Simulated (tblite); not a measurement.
Compound: C6H10.
Atom-mapped SMILES: `[CH3:1][CH2:2][CH2:3][CH:4]1[CH:5]=[CH:6]1` (hydrogens: H7, H8, H9 on C1; H10, H11 on C2; H12, H13 on C3; H14 on C4; H15 on C5; H16 on C6)

Computed with GFN2-xTB (tblite), gas phase: Langevin dynamics at 400 K from the optimised GFN2-xTB geometry, time step 0.5 fs, friction 0.01 fs⁻¹, 2000 steps. The instantaneous temperature is 2·E(kin)/(3Nk) with all 3N coordinates.

| t (fs) | T (K) | E(pot) above start (eV) | C1–C2 (Å) | C2–C3 (Å) | C3–C4 (Å) | C4–C5 (Å) | C5=C6 (Å) | C1–H7 (Å) | C1–C2–C3–C4 (°) |
| --- | --- | --- | --- | --- | --- | --- | --- | --- | --- |
| 0 | 325 | 0.000 | 1.524 | 1.529 | 1.516 | 1.501 | 1.299 | 1.088 | -179 |
| 25 | 226 | 0.285 | 1.516 | 1.472 | 1.535 | 1.504 | 1.291 | 1.117 | -174 |
| 50 | 309 | 0.475 | 1.529 | 1.505 | 1.546 | 1.479 | 1.281 | 1.145 | -169 |
| 75 | 354 | 0.633 | 1.550 | 1.545 | 1.511 | 1.510 | 1.327 | 1.014 | -174 |
| 100 | 413 | 0.400 | 1.508 | 1.542 | 1.495 | 1.528 | 1.318 | 1.079 | 174 |
| 125 | 264 | 0.595 | 1.484 | 1.561 | 1.510 | 1.476 | 1.298 | 1.133 | 167 |
| 150 | 329 | 0.451 | 1.535 | 1.548 | 1.491 | 1.529 | 1.277 | 1.080 | 162 |
| 175 | 222 | 0.539 | 1.568 | 1.506 | 1.489 | 1.540 | 1.329 | 1.062 | 158 |
| 200 | 210 | 0.528 | 1.545 | 1.564 | 1.528 | 1.553 | 1.276 | 1.097 | 169 |
| 225 | 268 | 0.533 | 1.523 | 1.505 | 1.537 | 1.510 | 1.292 | 1.108 | 176 |
| 250 | 291 | 0.569 | 1.509 | 1.516 | 1.510 | 1.483 | 1.322 | 1.042 | 175 |
| 275 | 310 | 0.642 | 1.543 | 1.552 | 1.531 | 1.520 | 1.292 | 1.129 | -178 |
| 300 | 297 | 0.727 | 1.569 | 1.541 | 1.550 | 1.485 | 1.285 | 1.136 | -177 |
| 325 | 384 | 0.579 | 1.528 | 1.435 | 1.519 | 1.480 | 1.322 | 1.082 | 177 |
| 350 | 377 | 0.652 | 1.558 | 1.489 | 1.521 | 1.522 | 1.316 | 1.056 | 166 |
| 375 | 362 | 0.645 | 1.587 | 1.566 | 1.573 | 1.539 | 1.306 | 1.121 | 164 |
| 400 | 298 | 0.575 | 1.544 | 1.549 | 1.521 | 1.498 | 1.291 | 1.107 | 164 |
| 425 | 380 | 0.642 | 1.528 | 1.576 | 1.445 | 1.466 | 1.283 | 1.046 | 162 |
| 450 | 327 | 0.479 | 1.540 | 1.539 | 1.496 | 1.522 | 1.285 | 1.080 | 162 |
| 475 | 326 | 0.597 | 1.553 | 1.528 | 1.588 | 1.554 | 1.311 | 1.092 | 165 |
| 500 | 292 | 0.582 | 1.563 | 1.466 | 1.516 | 1.514 | 1.304 | 1.088 | 165 |
| 525 | 340 | 0.615 | 1.540 | 1.503 | 1.468 | 1.496 | 1.242 | 1.109 | 169 |
| 550 | 433 | 0.764 | 1.513 | 1.589 | 1.525 | 1.508 | 1.316 | 1.142 | 168 |
| 575 | 322 | 0.852 | 1.472 | 1.549 | 1.564 | 1.488 | 1.346 | 1.107 | 165 |
| 600 | 401 | 0.777 | 1.549 | 1.516 | 1.591 | 1.506 | 1.269 | 1.098 | 160 |
| 625 | 411 | 0.740 | 1.589 | 1.555 | 1.564 | 1.543 | 1.293 | 1.060 | 169 |
| 650 | 413 | 0.761 | 1.550 | 1.527 | 1.453 | 1.518 | 1.332 | 1.084 | 178 |
| 675 | 426 | 0.542 | 1.485 | 1.514 | 1.506 | 1.527 | 1.284 | 1.073 | 176 |
| 700 | 382 | 0.736 | 1.543 | 1.611 | 1.517 | 1.501 | 1.265 | 1.091 | 178 |
| 725 | 391 | 0.742 | 1.552 | 1.552 | 1.449 | 1.567 | 1.323 | 1.104 | -177 |
| 750 | 358 | 0.816 | 1.491 | 1.463 | 1.559 | 1.572 | 1.270 | 1.073 | 180 |
| 775 | 494 | 0.771 | 1.517 | 1.541 | 1.550 | 1.480 | 1.317 | 1.093 | 169 |
| 800 | 462 | 0.765 | 1.535 | 1.574 | 1.479 | 1.448 | 1.318 | 1.120 | 168 |
| 825 | 381 | 1.246 | 1.472 | 1.531 | 1.501 | 1.472 | 1.312 | 1.114 | 173 |
| 850 | 464 | 0.888 | 1.544 | 1.548 | 1.600 | 1.469 | 1.308 | 1.071 | 165 |
| 875 | 424 | 0.936 | 1.576 | 1.515 | 1.544 | 1.428 | 1.315 | 1.135 | 163 |
| 900 | 560 | 0.928 | 1.503 | 1.482 | 1.534 | 1.441 | 1.347 | 1.157 | 173 |
| 925 | 560 | 0.684 | 1.489 | 1.538 | 1.576 | 1.516 | 1.286 | 1.114 | -169 |
| 950 | 422 | 0.686 | 1.595 | 1.548 | 1.528 | 1.496 | 1.307 | 1.068 | -166 |
| 975 | 441 | 0.689 | 1.577 | 1.504 | 1.438 | 1.531 | 1.305 | 1.061 | -167 |
| 1000 | 382 | 0.698 | 1.548 | 1.536 | 1.463 | 1.517 | 1.268 | 1.141 | -165 |

Question: From 500 fs on, how do temperature and potential energy compare with equipartition?

Answer: The mean temperature of these 21 frames is 417 K against the target 400 K, and the mean potential energy 0.77 eV against 42 × kT/2 = 0.72 eV for 42 classical harmonic modes. For 16 atoms in a canonical ensemble the temperature itself scatters by T·√(2/(3N)) = 82 K; here its standard deviation is 66 K. The whole run lasts only 10 friction times of 100 fs, so these averages carry a wide statistical error.

Question: What are the kinetic and total energies of the listed frame with the highest potential energy?

Answer: The one at 825 fs, 1.246 eV above the start. Its kinetic energy is 3NkT/2 = 0.788 eV at 381 K, so the sum is 2.03 eV; over the listed frames the sum runs from 0.67 to 2.09 eV, since the thermostat adds and removes energy.

Question: How much do the listed bonds fluctuate from 500 fs on?

Answer: 
| bond | at the start (Å) | mean (Å) | standard deviation (Å) |
| --- | --- | --- | --- |
| C1–C2 | 1.524 | 1.533 | 0.037 |
| C2–C3 | 1.529 | 1.532 | 0.036 |
| C3–C4 | 1.516 | 1.520 | 0.047 |
| C4–C5 | 1.501 | 1.502 | 0.036 |
| C5=C6 | 1.299 | 1.301 | 0.027 |
| C1–H7 | 1.088 | 1.100 | 0.027 |

The motion is classical and holds no zero-point motion.

The cost below is that of the whole dynamics run. The run took 7.3 s of wall time on one thread, Arm Neoverse V2 (aarch64), shared host, and the process peaked at 0.18 GiB of memory.
